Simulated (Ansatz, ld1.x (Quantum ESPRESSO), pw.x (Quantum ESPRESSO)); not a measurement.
**Equation-of-state test of one PAW potential (Ba)**

* Element: Ba
* Generator: ld1.x (Quantum ESPRESSO) 7.5
* Type: PAW
* Functional: LDA (PW92)
* Relativity: scalar-relativistic
* Frozen core: [Kr] 4d10
* Valence charge: 10
* Reference configuration: 5s2 5p6 5d0 6s1.5 6p0.5
* Partial waves: 5s (bound): rcut 2.54, rcutus 3.36 bohr; 6s (bound): rcut 2.54, rcutus 3.36 bohr; 5p (bound): rcut 3.14, rcutus 3.52 bohr; 6p (bound): rcut 3.14, rcutus 3.52 bohr; 5d (bound, empty): rcut 3.74, rcutus 4.82 bohr; 5d channel at 0.25 Ry: rcut 3.74, rcutus 4.82 bohr
* Local potential: all-electron potential smoothed inside 4.72 bohr (lloc = -1)
* Core correction: none
* Augmentation charge: BESSEL, radius 2.12 bohr

Crystal test: bcc Ba in pw.x 7.5, no spin, 10³ k-points, Fermi–Dirac smearing 0.01 Ry, cutoffs 40/320 Ry. The reference is all-electron LAPW (Ansatz 0.2.0) with the same functional, mesh and smearing; V0 and B0 come from Birch–Murnaghan fits to the pressures at five volumes. Errors are pseudo minus all-electron; Δ is the rms difference of the E(V) curves that follow from these fits, minima aligned, over ±6 % about the mean V0. Mesh and smearing are coarse, so the numbers serve the comparison and aren't converged zero-temperature values; the lattice is a test structure that the element need not adopt.

| V (Å³/atom) | P all-electron (GPa) | P pseudo (GPa) |
| --- | --- | --- |
| 51.208 | 0.58 | 2.62 |
| 52.555 | 0.29 | 2.01 |
| 53.903 | 0.02 | 1.48 |
| 55.251 | -0.22 | 1.02 |
| 56.598 | -0.44 | 0.62 |

All-electron: a0 = 4.763 Å (V0 = 54.03 Å³/atom), B0 = 10.0 GPa.

Pseudopotential: mean pressure error (GPa): +1.50. The pressure does not cross zero within the volumes sampled, so no fit is given. The largest radius (4.82 bohr) exceeds half the bond length (3.89 bohr), so the spheres overlap, which is one possible source of error among others. This is a poor potential for the solid. Atomic configuration tests: test run stopped at test 2 of 9 (negative rho), 1 before it not solved.

Task: At the middle volume, how do free energy and pressure move when the wave cutoff is lowered (ecutrho held at 320 Ry)?

Result:

```json
{"cutoff (Ry)": "18", "shift of F (meV/atom)": "+2.7", "shift of P (GPa)": "-0.01"}
{"cutoff (Ry)": "24", "shift of F (meV/atom)": "+1.0", "shift of P (GPa)": "-0.01"}
{"cutoff (Ry)": "32", "shift of F (meV/atom)": "+0.3", "shift of P (GPa)": "-0.00"}
```

Input at the middle volume:

```
&control
  calculation='scf', prefix='x', pseudo_dir='./', outdir='./tmp', tstress=.true., disk_io='low'
/
&system
  ibrav=0, nat=1, ntyp=1, ecutwfc=40, ecutrho=320, nbnd=12,
  occupations='smearing', smearing='fd', degauss=0.01
/
&electrons
  conv_thr=1e-09, mixing_beta=0.4, electron_maxstep=70
/
ATOMIC_SPECIES
Ba 1.0 Ba.UPF
CELL_PARAMETERS angstrom
  -2.37967500 2.37967500 2.37967500
  2.37967500 -2.37967500 2.37967500
  2.37967500 2.37967500 -2.37967500
ATOMIC_POSITIONS crystal
Ba 0.0000 0.0000 0.0000
K_POINTS automatic
10 10 10 0 0 0
```

```bash
pw.x < Ba.scf.in > Ba.scf.out
```

Lines of the output:

```
Message from routine setup:
     using ibrav=0 with symmetry is DISCOURAGED, use correct ibrav instead
     lattice parameter (alat)  =       7.7889  a.u.
     unit-cell volume          =     363.7555 (a.u.)^3
     number of electrons       =        10.00
     number of Kohn-Sham states=           12
     kinetic-energy cutoff     =      40.0000  Ry
     charge density cutoff     =     320.0000  Ry
     scf convergence threshold =      1.0E-09
     Exchange-correlation= SLA  PW   NOGX NOGC
     number of k points=    47  Fermi-Dirac smearing, width (Ry)=  0.0100
     iteration #  1     ecut=    40.00 Ry     beta= 0.40
     total energy              =    -423.55840842 Ry
     estimated scf accuracy    <       0.05165837 Ry
     iteration #  2     ecut=    40.00 Ry     beta= 0.40
     total energy              =    -423.57359679 Ry
     estimated scf accuracy    <       0.02642903 Ry
     iteration #  3     ecut=    40.00 Ry     beta= 0.40
     total energy              =    -423.57778477 Ry
     estimated scf accuracy    <       0.00196139 Ry
     iteration #  4     ecut=    40.00 Ry     beta= 0.40
     total energy              =    -423.57839468 Ry
     estimated scf accuracy    <       0.00011427 Ry
     iteration #  5     ecut=    40.00 Ry     beta= 0.40
     c_bands:  1 eigenvalues not converged
     c_bands:  1 eigenvalues not converged
     total energy              =    -423.57844733 Ry
     estimated scf accuracy    <       0.00000039 Ry
     iteration #  6     ecut=    40.00 Ry     beta= 0.40
     total energy              =    -423.57845108 Ry
     estimated scf accuracy    <       0.00000036 Ry
     iteration #  7     ecut=    40.00 Ry     beta= 0.40
     total energy              =    -423.57845122 Ry
     estimated scf accuracy    <       0.00000013 Ry
     iteration #  8     ecut=    40.00 Ry     beta= 0.40
     total energy              =    -423.57845126 Ry
     estimated scf accuracy    <       0.00000002 Ry
     iteration #  9     ecut=    40.00 Ry     beta= 0.40
     total energy              =    -423.57845128 Ry
     estimated scf accuracy    <       0.00000002 Ry
     iteration # 10     ecut=    40.00 Ry     beta= 0.40
     the Fermi energy is     5.8562 ev
!    total energy              =    -423.57845128 Ry
     estimated scf accuracy    <          3.2E-10 Ry
     smearing contrib. (-TS)   =      -0.00565632 Ry
     convergence has been achieved in  10 iterations
          total   stress  (Ry/bohr**3)                   (kbar)     P=       14.77
```

The 8 pw.x runs together took about 3.1 min on one core of a shared server CPU.
